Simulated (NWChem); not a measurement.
## Basis-set convergence for tetrafluoromethane (CF$_{4}$)

SMILES: FC(F)(F)F
```xyz
5

F      0.0000    -1.0889     0.7700
C      0.0000     0.0000     0.0000
F      0.0000     1.0889     0.7700
F      1.0889     0.0000    -0.7700
F     -1.0889     0.0000    -0.7700
```
Charge 0, spin multiplicity 1.

Program: NWChem. The geometry was optimised at PBE/def2-SVP, a minimum by its harmonic frequencies.

Quantity: vertical ionisation energy at the level ΔB3LYP (Δ: difference of total energies, the cation a doublet at the parent's geometry with its hole in an orbital of symmetry b2 (C2v labels); it is the state that the SCF runs reached, from PBE0 orbitals for Hartree-Fock references, and need not be the lowest).

B3LYP has NWChem's definition, with VWN1-RPA local correlation. The Pople sets run with spherical d functions. No SCF solution was tested for a lower state.

Costs are rough ratios of processor time within this set of runs, SCF included, with 3-21G as 1.

### Question
In def2-TZVPD the value is 15.54 eV. Among 3-21G, 6-31G*, pcseg-1, 6-311++G**, def2-SVPD, cc-pVTZ, pcseg-2, def2-TZVP, which is the smallest basis within 0.2 eV of it?

### Answer
pcseg-1, with 70 functions against 197 and about 8 % of the time (also within reach: 6-311++G**, def2-SVPD, cc-pVTZ, pcseg-2, def2-TZVP). def2-TZVPD isn't the basis-set limit itself, and a small set can land close by cancellation.

```json
[
 {"basis": "3-21G", "functions": "45", "vertical ionisation energy (eV)": "15.01", "relative cost": "1"},
 {"basis": "6-31G*", "functions": "70", "vertical ionisation energy (eV)": "15.08", "relative cost": "under 3"},
 {"basis": "pcseg-1", "functions": "70", "vertical ionisation energy (eV)": "15.65", "relative cost": "under 3"},
 {"basis": "6-311++G**", "functions": "110", "vertical ionisation energy (eV)": "15.66", "relative cost": "3"},
 {"basis": "def2-SVPD", "functions": "112", "vertical ionisation energy (eV)": "15.68", "relative cost": "under 3"},
 {"basis": "cc-pVTZ", "functions": "150", "vertical ionisation energy (eV)": "15.46", "relative cost": "7"},
 {"basis": "pcseg-2", "functions": "150", "vertical ionisation energy (eV)": "15.58", "relative cost": "6"},
 {"basis": "def2-TZVP", "functions": "155", "vertical ionisation energy (eV)": "15.52", "relative cost": "7"},
 {"basis": "def2-TZVPD", "functions": "197", "vertical ionisation energy (eV)": "15.54", "relative cost": "20"}
]
```
